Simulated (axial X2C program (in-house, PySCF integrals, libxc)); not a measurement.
**LiCO⁺: bond lengths and stretches, held linear**

How do method and spin–orbit coupling move the bonds and stretches of LiCO⁺, held linear?

The runs use an in-house X2C program for linear molecules on PySCF integrals; all-electron X2C, two-component (2c) or spin-free, Li dyall-v3z, C dyall-v3z, O dyall-av3z.

All values are calculated.

1 further run of the same task is left out (set aside as unsound or not needed).

## (1) Set-up

Contents of task.json:

```json
{"zs": [3, 6, 8], "q": 1, "bas": ["dyall-v3z", "dyall-v3z", "dyall-av3z"], "r0": [2.03, 1.13], "symm": 0, "scan": ["PBE0", "HF", "PBE"], "levels": ["PBE0", "HF", "B3LYP"], "nst": 2}
```

Keys: zs atomic numbers; q charge; bas basis sets; r0 starting distance in Å; symm equal bonds; scan levels of the two-bond scan (MP2 follows by itself at each HF point); levels methods; nst determinants followed.

Started as:

```bash
python solin.py task.json out
```

Masses Li 7.016, C 12.000, O 15.995 u.

## (2) Scan at PBE0, 2c

State: Ω = 0 (all partner blocks equally filled). Energies above the lowest point, from the job's result record:

| r(Li–C) (Å) | r(C–O) (Å) | E (meV) |
| --- | --- | --- |
| 2.1119 | 1.0862 | 54.32 |
| 2.1119 | 1.1140 | 4.41 |
| 2.1119 | 1.1419 | 59.48 |
| 2.1660 | 1.0862 | 50.81 |
| 2.1660 | 1.1140 | 0.00 |
| 2.1660 | 1.1419 | 54.17 |
| 2.1660 | 1.1697 | 194.36 |
| 2.2201 | 1.0862 | 55.77 |
| 2.2201 | 1.1140 | 4.06 |
| 2.2201 | 1.1419 | 57.30 |
| 2.2743 | 1.1140 | 14.74 |
| 2.2743 | 1.1697 | 205.37 |

A quadratic surface with cubic terms in each bond gives the minimum at 2.165 and 1.113 Å, force constants 0.465, 21.9 and coupling -0.10 mdyn/Å.

## (3) Scan at HF, 2c

State: Ω = 0 (all partner blocks equally filled). Energies above the lowest point, from the job's result record:

| r(Li–C) (Å) | r(C–O) (Å) | E (meV) |
| --- | --- | --- |
| 2.1119 | 1.0862 | 13.25 |
| 2.1119 | 1.1140 | 51.38 |
| 2.1119 | 1.1419 | 197.36 |
| 2.1660 | 1.0862 | 1.98 |
| 2.1660 | 1.1140 | 38.87 |
| 2.1660 | 1.1419 | 183.60 |
| 2.1660 | 1.1697 | 416.23 |
| 2.2201 | 1.0862 | 0.00 |
| 2.2201 | 1.1140 | 35.65 |
| 2.2201 | 1.1419 | 179.10 |
| 2.2743 | 1.1140 | 39.68 |
| 2.2743 | 1.1697 | 411.93 |

A quadratic surface with cubic terms in each bond gives the minimum at 2.207 and 1.092 Å, force constants 0.422, 25.4 and coupling -0.13 mdyn/Å.

## (4) Scan at PBE, 2c

State: Ω = 0 (all partner blocks equally filled). Energies above the lowest point, from the job's result record:

| r(Li–C) (Å) | r(C–O) (Å) | E (meV) |
| --- | --- | --- |
| 2.1119 | 1.0862 | 101.59 |
| 2.1119 | 1.1140 | 4.49 |
| 2.1119 | 1.1419 | 11.23 |
| 2.1660 | 1.0862 | 97.85 |
| 2.1660 | 1.1140 | 0.00 |
| 2.1660 | 1.1419 | 5.98 |
| 2.1660 | 1.1697 | 97.28 |
| 2.2201 | 1.0862 | 102.58 |
| 2.2201 | 1.1140 | 3.97 |
| 2.2201 | 1.1419 | 9.17 |
| 2.2743 | 1.1140 | 14.60 |
| 2.2743 | 1.1697 | 108.73 |

A quadratic surface with cubic terms in each bond gives the minimum at 2.168 and 1.126 Å, force constants 0.459, 19.8 and coupling -0.08 mdyn/Å.

## (5) Comparison

| level | r(Li–C) (Å) | r(C–O) (Å) | lower stretch (cm⁻¹) | upper stretch (cm⁻¹) |
| --- | --- | --- | --- | --- |
| PBE0, 2c | 2.165 | 1.113 | 372.5 | 2340.3 |
| HF, 2c | 2.207 | 1.092 | 355.1 | 2520.4 |
| PBE, 2c | 2.168 | 1.126 | 370.2 | 2230.1 |
| MP2, 2c | 2.192 | 1.130 | 361.6 | 2183.8 |
| PBE0, spin-free | 2.165 | 1.113 | 372.5 | 2340.3 |
| HF, spin-free | 2.208 | 1.092 | 355.1 | 2520.4 |
| PBE, spin-free | 2.168 | 1.126 | 370.2 | 2230.1 |
| MP2, spin-free | 2.192 | 1.130 | 361.6 | 2183.8 |

Scans not shown above were run alike.

**Reading.** Over the levels the Li–C bond spans 2.165 to 2.208 Å and the C–O bond 1.092 to 1.130 Å. At PBE0 spin–orbit coupling leaves both bonds unchanged to 0.001 Å. Each state is one determinant, the lowest of a limited PBE0 search; the stretches come from a fit to few points and are good to some per cent at best. MP2 freezes inner shells (threshold -2 hartree). The molecule was held linear; bending was not examined, so a bent shape may lie lower.
